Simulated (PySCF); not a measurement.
# CCSDT/6-31G(d) (spherical functions) run of HS− (hydrosulfide)

What is the vertical singlet–triplet gap of HS− (hydrosulfide) at CCSDT/6-31G* (spherical functions)? The job is set up through a Python script.

The results are computed with PySCF 2.14.0.

9 further runs of the same task are left out: 9 set aside as unsound or not needed.

### 1 Starting point

HS−: 2 atoms, total charge -1, spin state singlet. SMILES: `[SH-]`. Geometry: relaxed at PBE0-D4/def2-TZVPD.

Bond lengths: S1–H2 1.346 Å.

### 2 The energy at CCSDT/6-31G(d) (spherical functions)

The input, input.py:

```python
from pyscf import gto, scf, cc

molecule = gto.Mole()
molecule.atom = [
    ('S', (0.574700, -0.187900, 0.295500)),
    ('H', (-0.574700, 0.187900, -0.295500)),
]
molecule.charge = -1
molecule.verbose = 3
molecule.basis = '6-31g*'
molecule.max_memory = 1860
molecule.spin = 0
molecule.build()

mf = scf.RHF(molecule)
mf.conv_tol = 1e-10
mf.kernel()
if not mf.converged:
    mf = mf.newton().run(mf.mo_coeff, mf.mo_occ)

mycc = cc.CCSDT(mf, frozen=5)
mycc.kernel()
energy = mycc.e_tot
print('Final energy', energy)
```

Started as:

```bash
$ OMP_NUM_THREADS=1 python input.py
```

Output:

```text
converged SCF energy = -398.091826992656
_make_eris_incore_RCCSDT

WARN: A large `blksize` is being used, which may cause large memory consumption
      for storing contraction intermediates. If memory is sufficient, consider using
      `pyscf.cc.rccsdt_highm.RCCSDT` instead.

WARN: A large `blksize_oovv` is being used, which may cause large memory consumption
      for storing contraction intermediates. If memory is sufficient, consider using
      `pyscf.cc.rccsdt_highm.RCCSDT` instead.

WARN: A large `blksize_oooo` is being used, which may cause large memory consumption
      for storing contraction intermediates. If memory is sufficient, consider using
      `pyscf.cc.rccsdt_highm.RCCSDT` instead.

RCCSDT converged
E(RCCSDT) = -398.2286068223695   E_corr = -0.136779829713152
E_corr(same-spin) = -0.0267171970910853
E_corr(oppo-spin) = -0.110062632622067
Final energy -398.2286068223695
```

It took 1.1 s on 1 thread of Arm Neoverse V1, shared host; peak memory 0.11 GiB.

### 3 The triplet

The input, job.py:

```python
from pyscf import gto, scf, cc

mol = gto.Mole()
mol.atom = 'S 0.574700 -0.187900 0.295500; H -0.574700 0.187900 -0.295500'
mol.spin = 2
mol.charge = -1
mol.max_memory = 1860
mol.basis = '6-31g*'
mol.verbose = 4
mol.build()

mf = scf.UHF(mol)
mf.conv_tol = 1e-10
mf.kernel()
if not mf.converged:
    mf = mf.newton().run(mf.mo_coeff, mf.mo_occ)

mycc = cc.CCSDT(mf, frozen=5)
mycc.kernel()
e_final = mycc.e_tot
print('E(%s) = %.9f' % ('CCSDT', e_final))
```

Started as:

```bash
$ OMP_NUM_THREADS=1 python job.py
```

Output:

```text
PySCF version 2.14.0

[INPUT] num. atoms = 2
[INPUT] num. electrons = 18
[INPUT] charge = -1
[INPUT] spin (= nelec alpha-beta = 2S) = 2
[INPUT] symmetry False subgroup None
[INPUT] Mole.unit = angstrom
[INPUT] Symbol           X                Y                Z      unit          X                Y                Z       unit  Magmom
[INPUT]  1 S      0.574700000000  -0.187900000000   0.295500000000 AA    1.086025603788  -0.355079538806   0.558414069809 Bohr   0.0
[INPUT]  2 H     -0.574700000000   0.187900000000  -0.295500000000 AA   -1.086025603788   0.355079538806  -0.558414069809 Bohr   0.0

nuclear repulsion = 6.29052254661568
number of shells = 10
number of NR pGTOs = 55
number of NR cGTOs = 20
basis = 6-31g*
ecp = {}

******** <class 'pyscf.scf.uhf.UHF'> ********
method = UHF
initial guess = minao
damping factor = 0
level_shift factor = 0
DIIS = <class 'pyscf.scf.diis.CDIIS'>
diis_start_cycle = 1
diis_space = 8
diis_damp = 0
SCF conv_tol = 1e-10
SCF conv_tol_grad = None
SCF max_cycles = 50
direct_scf = True
direct_scf_tol = 1e-13
number electrons alpha = 10  beta = 8
Set gradient conv threshold to 1e-05
init E= -397.814725140342
[... the frontier-level lines of each cycle are left out ...]


[... 42 lines left out ...]
converged SCF energy = -397.90415363072  <S^2> = 2.0079041  2S+1 = 3.0052648
[... 17 lines left out ...]
WARN: A large `blksize_v_aaa` is being used, which may cause large memory consumption
[... 3 lines left out ...]
WARN: A large `blksize_v_aab` is being used, which may cause large memory consumption
      for storing contraction intermediates. If memory is sufficient, consider using
      `pyscf.cc.uccsdt_highm.UCCSDT` instead.

Approximate memory usage estimate
    T3 memory                 215 KB
    R3 memory                 215 KB
Init t2, MP2 energy = -0.0981058600404378
Init E_corr(UCCSDT) = -0.0981058600405687
cycle =  1  E_corr(UCCSDT) = -0.112295668971  dE = -1.418980893069e-02  norm(d tamps) = 4.46780326e-02
cycle =  2  E_corr(UCCSDT) = -0.116653893557  dE = -4.358224585580e-03  norm(d tamps) = 1.56932852e-02
cycle =  3  E_corr(UCCSDT) = -0.118909995328  dE = -2.256101771267e-03  norm(d tamps) = 6.95935098e-03
cycle =  4  E_corr(UCCSDT) = -0.118898469289  dE =  1.152603922633e-05  norm(d tamps) = 1.73916420e-03
cycle =  5  E_corr(UCCSDT) = -0.118877459055  dE =  2.101023435022e-05  norm(d tamps) = 6.25743385e-04
cycle =  6  E_corr(UCCSDT) = -0.118886936278  dE = -9.477223856275e-06  norm(d tamps) = 2.34507082e-04
cycle =  7  E_corr(UCCSDT) = -0.118887044058  dE = -1.077791579457e-07  norm(d tamps) = 5.60574602e-05
cycle =  8  E_corr(UCCSDT) = -0.118886819902  dE =  2.241551160381e-07  norm(d tamps) = 1.43129747e-05
cycle =  9  E_corr(UCCSDT) = -0.118886869075  dE = -4.917246658465e-08  norm(d tamps) = 4.98738312e-06
cycle = 10  E_corr(UCCSDT) = -0.118886854631  dE =  1.444363827152e-08  norm(d tamps) = 1.66265870e-06
cycle = 11  E_corr(UCCSDT) = -0.118886855621  dE = -9.896332364701e-10  norm(d tamps) = 5.21969138e-07
UCCSDT converged
E(UCCSDT) = -398.0230404863408   E_corr = -0.1188868556208927
E_corr(same-spin) = -0.0245859668725011
E_corr(oppo-spin) = -0.0943008887483916
E(CCSDT) = -398.023040486
```

It took 2 s on 1 thread of Arm Neoverse V1, shared host; peak memory 0.11 GiB.

### 4 Outcome

Level: CCSDT/6-31G* (spherical functions), 5 core orbitals frozen.

| quantity | value |
| --- | --- |
| singlet: total energy | -398.22861 Eh |
| singlet: HOMO energy (Hartree–Fock orbitals) | -1.91 eV |
| singlet: LUMO energy (Hartree–Fock orbitals) | 12.36 eV |
| singlet: HOMO–LUMO gap (to an unbound level, set by the basis) | 14.27 eV |
| singlet: correlation energy (5 core orbitals frozen) | -136.8 mEh |
| singlet: T1 diagnostic | 0.005 |
| triplet: total energy | -398.02304 Eh |
| triplet: HOMO energy (Hartree–Fock orbitals) (highest over α and β) | 3.79 eV |
| triplet: LUMO energy (Hartree–Fock orbitals) (lowest over α and β) | 7.69 eV |
| triplet: correlation energy (5 core orbitals frozen) | -118.9 mEh |
| triplet: ⟨S²⟩ of the reference determinant | 2.008 |
| triplet: T1 diagnostic | 0.007 |
| vertical energy of the triplet above the singlet | 5.594 eV |

In words: At this shape the triplet lies 5.59 eV (129 kcal/mol) above the singlet. For an anion a state so high probably lies above electron detachment. The HOMO (triplet) lies at positive energy, 3.79 eV: the electron is unbound at this level or held by a compact basis; values depend on the basis.
